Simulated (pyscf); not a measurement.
PySCF, gas phase, ωB97X-D3(BJ)/def2-SVP geometries.

Question: Estimate by transition-state theory the rate constant of HO–Si(SiH₃)(SiH₃)–SiH₃ + H• → •O–Si(SiH₃)(SiH₃)–SiH₃ + H₂ (doublet surface; H–O broken, H–H formed) at 1200 K, with ωB97M-D3(BJ)/def2-TZVP energies (ideal gas, 1 atm, RRHO with modes under 100 cm⁻¹ raised to 100, one conformer, R ln 2 for chiral ones without a mode under 150 cm⁻¹; no tunnelling).

Answer: The electronic barrier is 15.6 kcal/mol and the thermal terms add +26.2, so ΔG‡ = 41.8 kcal/mol. With k_BT/h = 2.50e+13 s⁻¹ and RT = 2.385 kcal/mol, and a volume of 1.64e-19 cm³ per molecule at 1 atm, k = 9.9e-14 cm³ molecule⁻¹ s⁻¹. Wigner's tunnelling factor for 1187i cm⁻¹ would be 1.08. A shift of 1 kcal/mol in the barrier changes k by a factor 1.5. HO–Si(SiH₃)(SiH₃)–SiH₃ lies 23.7 kcal/mol over its isomer H₃Si–SiH₂–O–SiH₂–SiH₃ (electronic energy, ωB97M-D3(BJ)/def2-TZVP). •O–Si(SiH₃)(SiH₃)–SiH₃ lies 48.9 kcal/mol over its isomer H₃Si–O–Si•(SiH₃)–SiH₃ (electronic energy, ωB97M-D3(BJ)/def2-TZVP). One saddle was located; it need not be the lowest between these sides. The angle at the transferred H is 162°.
